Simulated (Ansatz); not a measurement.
Input file:

```yaml
crystal:
  periodic: [false, false, false]
  atoms:
    - {symbol: P, position_ang: [0.000000, 0.000000, 0.000000]}
    - {symbol: H, position_ang: [0.000000, 0.000000, 1.442600]}
basis:
  gaussian: {orbitals: "6-31++G**"}
total_charge: -1
magnetization: {spin_polarized: true, initial_magnetization: 1}
correlation: {method: ccsdt_q, electrons: outside_noble_gas}
```

```sh
$ ansatz run in.yaml --threads 1 --pin off --events-out ev --progress --plain --max-ram 2393MiB
```

(1) Roughly how long does this take on 1 thread of Arm Neoverse V2, shared host, and how much host memory?

```
428 factors; integrals over basis functions are off by at most 1.4e-7 eV
mean field evaluation 1: about -9285.3061 eV, gradient 8.5e0 eV
mean field evaluation 2: about -9285.3258 eV, gradient 8.4e0 eV
mean field evaluation 4: about -9286.1499 eV, gradient 9.5e-1 eV
mean field evaluation 8: about -9286.1723 eV, gradient 9.8e-3 eV
mean field evaluation 16: about -9286.1581 eV, gradient 2.8e-1 eV
mean field evaluation 32: about -9284.1737 eV, gradient 8.5e-3 eV
mean field evaluation 64: about -9282.7701 eV, gradient 3.8e-4 eV
mean field evaluation 96: about -9283.0044 eV, gradient 1.5e0 eV
mean field evaluation 128: about -9282.7491 eV, gradient 8.4e0 eV
mean field evaluation 160: about -9286.1378 eV, gradient 6.2e-1 eV
...
cycle   8  -3.25626967 eV  change   -7.6e-4 eV  update   5.5e-4
cycle   9  -3.25597381 eV  change    3.0e-4 eV  update   1.9e-4
cycle  10  -3.25593768 eV  change    3.6e-5 eV  update   8.8e-5
cycle  11  -3.25600381 eV  change   -6.6e-5 eV  update   4.3e-5
cycle  12  -3.25601181 eV  change   -8.0e-6 eV  update   2.2e-5
cycle  13  -3.25601430 eV  change   -2.5e-6 eV  update   9.4e-6
cycle  14  -3.25600475 eV  change    9.6e-6 eV  update   3.3e-6
cycle  15  -3.25600314 eV  change    1.6e-6 eV  update   1.4e-6
cycle  16  -3.25600377 eV  change   -6.4e-7 eV  update   5.9e-7
cycle  17  -3.25600410 eV  change   -3.2e-7 eV  update   2.9e-7
perturbative correction -0.00345143 eV, -0.0001268378 hartree
Total energy: -9289.43177902 eV, -341.3803212761 hartree
```

For the same geometry and basis full CI lies 0.2 meV lower.

## Answers

(1) 4.1 s wall and 0.11 GiB.
